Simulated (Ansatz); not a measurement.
`C=C(O)CS` and `C=C(O)NC` differ in one atom or group.

Ansatz, PBE0-D4/def2-TZVP geometries, multiplicity 1. Each molecule was computed in one conformer, which needn't be the lowest.

| property | `C=C(O)CS` |
| --- | --- |
| HOMO–LUMO gap (ωB97M-V/def2-TZVPP) / eV | 11.08 |
| LUMO energy (PBE0/def2-TZVPP) / eV | 0.14 |
| HOMO energy (B3LYP/def2-TZVPP) / eV | -6.51 |
| HOMO–LUMO gap (PBE/def2-TZVPP) / eV | 4.66 |
| LUMO energy (B3LYP/def2-TZVPP) / eV | -0.10 |
| HOMO energy (PBE/def2-TZVPP) / eV | -5.51 |

Q: Give the same properties after the change, and the shifts. (An estimate is asked.)

A: The calculation gave: 
```csv
property,`C=C(O)NC`,shift
HOMO–LUMO gap (ωB97M-V/def2-TZVPP) / eV,10.51,-0.57
LUMO energy (PBE0/def2-TZVPP) / eV,1.12,0.98
HOMO energy (B3LYP/def2-TZVPP) / eV,-5.53,0.98
HOMO–LUMO gap (PBE/def2-TZVPP) / eV,4.80,0.14
LUMO energy (B3LYP/def2-TZVPP) / eV,0.74,0.84
HOMO energy (PBE/def2-TZVPP) / eV,-4.56,0.95
```

B3LYP here is the variant with VWN-RPA as its local correlation; programs differ in this.
